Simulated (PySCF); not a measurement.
Does the answer move with the share of exact exchange?

Compound: ethenimine, C₂H₃N.
SMILES: `C=C=N`

PySCF, def2-SVPD basis, density fitting, gas phase, PBE0-D3(BJ)/def2-SVP geometry; singlet excitations by full TDDFT with frozen cores, triplets by Tamm–Dancoff TDDFT and ionisation energies by ΔSCF, from the lowest of the holes tried. One functional is left out:

```tsv
functional	exact exchange (%)	HOMO energy (eV)	LUMO energy (eV)	lowest singlet excitation (eV)	lowest triplet excitation (eV)	dipole moment (D)	mean polarisability (au)	vertical ionisation energy (eV)
LDA	0	-5.89	-1.53	4.56	4.17	1.436	35.3	9.61
PBE	0	-5.75	-1.32	4.60	4.13	1.391	34.9	9.37
PBE0	25	-6.96	-0.22	4.72	4.24	1.463	34.2	9.40
BHandHLYP	50	-8.05	0.97	4.81	4.36	1.538	33.9	9.33
```

Q: Predict the row of B3LYP (20 % exact exchange) by straight lines through the other rows, and check it.

A: 
| property | line | computed | computed − line | PBE0 (25 %), for comparison |
| --- | --- | --- | --- | --- |
| HOMO energy (eV) | -6.72 | -6.75 | -0.03 | -6.96 |
| LUMO energy (eV) | -0.47 | -0.49 | -0.02 | -0.22 |
| lowest singlet excitation (eV) | 4.68 | 4.66 | -0.02 | 4.72 |
| lowest triplet excitation (eV) | 4.23 | 4.22 | -0.01 | 4.24 |
| dipole moment (D) | 1.460 | 1.459 | -0.001 | 1.463 |
| mean polarisability (au) | 34.5 | 34.6 | +0.1 | 34.2 |
| vertical ionisation energy (eV) | 9.42 | 9.46 | +0.04 | 9.40 |

Q: Which of these properties follows the share of exact exchange most closely, and which least?

A: Most closely the HOMO energy, least the vertical ionisation energy; the correlations over the tabulated rows are HOMO energy -0.999, LUMO energy 0.997, lowest triplet excitation 0.984, lowest singlet excitation 0.984, dipole moment 0.949, mean polarisability -0.939, vertical ionisation energy -0.620. The HOMO energy moves by -0.447 eV for every 10 %. Functionals with the same share still differ in their other parts: at 0 % LDA and PBE differ by 0.14 eV in it.
